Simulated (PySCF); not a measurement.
C4H10, triplet, at a GFN2-xTB geometry of the parent state (a higher spin typed on purpose: for a closed-shell molecule this is an excited state); HF/6-31G (PySCF).

The PySCF input:
```python
from pyscf import gto, scf

mol = gto.M(
    atom='''
C     0.69972710    1.81214548   -0.01176203
C     0.70675440    0.28853896    0.00289920
C    -0.70675440   -0.28853896   -0.00289920
C    -0.69972710   -1.81214548    0.01176203
H     1.71545059    2.20096356   -0.00734751
H    -1.71545059   -2.20096356    0.00734751
H     0.18011936    2.19963272    0.86211672
H     0.19425279    2.18273075   -0.90112412
H    -0.19425279   -2.18273075    0.90112412
H    -0.18011936   -2.19963272   -0.86211672
H     1.24912394   -0.08031491   -0.87090544
H     1.23499164   -0.06341428    0.89219486
H    -1.23499164    0.06341428   -0.89219486
H    -1.24912394    0.08031491    0.87090544
''',
    basis='6-31g',
    spin=2,
    verbose=4,
)

mf = scf.ROHF(mol)
mf.kernel()
mf.analyze()
```

The log (banner, timings and long lists left out):

```
PySCF version 2.14.0

[INPUT] verbose = 4
[INPUT] num. atoms = 14
[INPUT] num. electrons = 34
[INPUT] charge = 0
[INPUT] spin (= nelec alpha-beta = 2S) = 2
[INPUT] symmetry False subgroup None
[INPUT] Mole.unit = angstrom
[INPUT] Symbol           X                Y                Z      unit          X                Y                Z       unit  Magmom
[...]
nuclear repulsion = 131.251156895084
number of shells = 40
number of NR pGTOs = 128
number of NR cGTOs = 56
basis = 6-31g
ecp = {}

******** <class 'pyscf.scf.rohf.ROHF'> ********
method = ROHF
initial guess = minao
damping factor = 0
level_shift factor = 0
DIIS = <class 'pyscf.scf.diis.CDIIS'>
diis_start_cycle = 1
diis_space = 8
diis_damp = 0
SCF conv_tol = 1e-09
SCF conv_tol_grad = None
SCF max_cycles = 50
direct_scf = True
direct_scf_tol = 1e-13
num. doubly occ = 16  num. singly occ = 2
Set gradient conv threshold to 3.16228e-05
init E= -157.790045379041
[...]
cycle= 1 E= -156.756470864103  delta_E= 1.03  |g|= 0.341  |ddm|=  8.2
[...]
cycle= 2 E= -156.802967085377  delta_E= -0.0465  |g|= 0.127  |ddm|= 1.15
[...]
cycle= 3 E= -156.812012508297  delta_E= -0.00905  |g|= 0.0662  |ddm|= 0.514
[...]
cycle= 4 E= -156.815320368425  delta_E= -0.00331  |g|= 0.0184  |ddm|= 0.594
[...]
cycle= 5 E= -156.816416801898  delta_E= -0.0011  |g|= 0.0168  |ddm|= 0.279
[...]
cycle= 6 E= -156.81714444354  delta_E= -0.000728  |g|= 0.00934  |ddm|= 0.276
[...]
cycle= 7 E= -156.817610280954  delta_E= -0.000466  |g|= 0.00696  |ddm|= 0.126
[...]
cycle= 8 E= -156.81816812071  delta_E= -0.000558  |g|= 0.00366  |ddm|=  0.2
[...]
cycle= 9 E= -156.818260295453  delta_E= -9.22e-05  |g|= 0.00164  |ddm|=  0.1
[...]
cycle= 10 E= -156.818259257899  delta_E= 1.04e-06  |g|= 0.000899  |ddm|= 0.0183
[...]
cycle= 11 E= -156.818263899799  delta_E= -4.64e-06  |g|= 0.000491  |ddm|= 0.0339
[...]
cycle= 12 E= -156.818264332822  delta_E= -4.33e-07  |g|= 2.53e-05  |ddm|= 0.00556
[...]
cycle= 13 E= -156.81826433342  delta_E= -5.98e-10  |g|= 6.16e-06  |ddm|= 0.000476
[...]
Extra cycle  E= -156.81826433352  delta_E= -9.92e-11  |g|= 3.35e-06  |ddm|= 0.000111
converged SCF energy = -156.81826433352
**** SCF Summaries ****
Total Energy =                        -156.818264333519551
Nuclear Repulsion Energy =             131.251156895083682
One-electron Energy =                 -468.591633529972000
Two-electron Energy =                  180.522212301368768
Two-electron Coulomb Energy =          204.650782261362650
DFT Exchange-Correlation Energy =      -24.128569959993882
HOMO-LUMO gap [eV] =                     3.230856148201894
**** MO energy ****
                Roothaan           | alpha              | beta
[...]
 ** Mulliken pop on meta-lowdin orthogonal AOs  **
 ** Mulliken pop  **
 ** Mulliken atomic charges  **
charge of    0C =     -0.31511
charge of    1C =     -0.09368
charge of    2C =     -0.09368
charge of    3C =     -0.31511
charge of    4H =      0.12135
charge of    5H =      0.12135
charge of    6H =      0.09401
charge of    7H =      0.09401
charge of    8H =      0.09401
charge of    9H =      0.09401
charge of   10H =      0.04970
charge of   11H =      0.04970
charge of   12H =      0.04970
charge of   13H =      0.04970
Dipole moment(X, Y, Z, Debye):  0.00000,  0.00000,  0.00000
```
